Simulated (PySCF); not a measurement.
# OF: frontier orbitals

r²SCANh at R = 1.327 Å; PySCF, no relativity, basis sets O def2-SVP, F def2-SVP. State: ²Π (doublet), unpaired electrons π ↑. Only the outer orbitals are listed, counted within each symmetry.

```
spin  orbital  occ.  ε (eV)  on O (%)         main shells (%)
   α       3σ     1  -36.06        26          69 F s, 21 O s
   α       4σ     1  -25.33        65   65 O s, 26 F s, 8 F p
   α       5σ     1  -15.25        48  49 F p, 36 O p, 12 O s
   α       1π     1  -15.11        42          58 F p, 42 O p
   α       1π     1  -14.06        28          72 F p, 28 O p
   α       2π     1  -10.24        58          58 O p, 42 F p
   α       2π     1   -8.60        72          72 O p, 28 F p
   α       6σ     0   -0.50        62          60 O p, 37 F p
   α       7σ     0   21.22        99                  97 O s
   α       3π     0   22.89        96                  96 O p
   β       3σ     1  -35.48        22          74 F s, 16 O s
   β       4σ     1  -23.62        64  64 O s, 22 F s, 14 F p
   β       5σ     1  -14.74        51  46 F p, 35 O p, 16 O s
   β       1π     1  -13.79        25          75 F p, 25 O p
   β       1π     1  -13.15        15          85 F p, 15 O p
   β       2π     1   -7.99        75          75 O p, 25 F p
   β       2π     0   -4.87        85          85 O p, 15 F p
   β       6σ     0    0.27        65          60 O p, 34 F p
   β       7σ     0   22.20        97                  95 O s
```

Task: Which are the highest filled and the lowest empty level, where do they sit, and how wide is the gap?

Result: Highest filled β 2π at -7.99 eV (in %: 75 O p, 25 F p); lowest empty β 2π at -4.87 eV (in %: 85 O p, 15 F p); the gap at r²SCANh is 3.12 eV. Both belong to one degenerate shell, split only by its one-sided filling, so this is no excitation gap.

- bond order (Mayer): 1.14
- ⟨S²⟩: 0.753
- charge on O (Mulliken, basis-dependent): 0.07
- charge on O (Löwdin, basis-dependent): 0.01
- dipole moment (positive dipole means O(−)F(+)): 0.04 D

The state is the lowest determinant that a PBE0 search found; another state may lie lower at other levels.
